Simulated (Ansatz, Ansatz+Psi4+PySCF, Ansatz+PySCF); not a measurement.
```yaml
atoms:
  - { symbol: N, position_ang: [0.0000, 0.0000, 0.1299] }
  - { symbol: H, position_ang: [0.0000, 0.0000, -1.4292] }
```

Basis set: cc-pVTZ (spherical functions). Correlated methods keep 1 orbital frozen. Correlation on ROHF uses semicanonical orbitals with singles. Charge 0, multiplicity 3.

Computed with Ansatz (development build ahead of 0.2.0); each method stands on the lowest determinant of its kind that the runs found.

Q: Give the atomization energy at this shape (free ground-state atoms in the same class of orbitals less the molecule, no zero-point energy) of triplet NH by ROHF-CCSD(T), ROHF-MP2, UHF-MP2, UHF.

A:

```csv
method,atomization energy
ROHF-CCSD(T),154.7 kJ/mol
ROHF-MP2,111.2 kJ/mol
UHF-MP2,90.5 kJ/mol
UHF,32.3 kJ/mol
```

Caution: the shape is not the minimum. Caution for ROHF-CCSD(T), ROHF-MP2: an unrestricted determinant lies well below. Caution for ROHF-CCSD(T), ROHF-MP2, UHF-MP2: large amplitudes, a single reference is doubtful. Caution for UHF-MP2, UHF: the unrestricted determinant is spin contaminated.
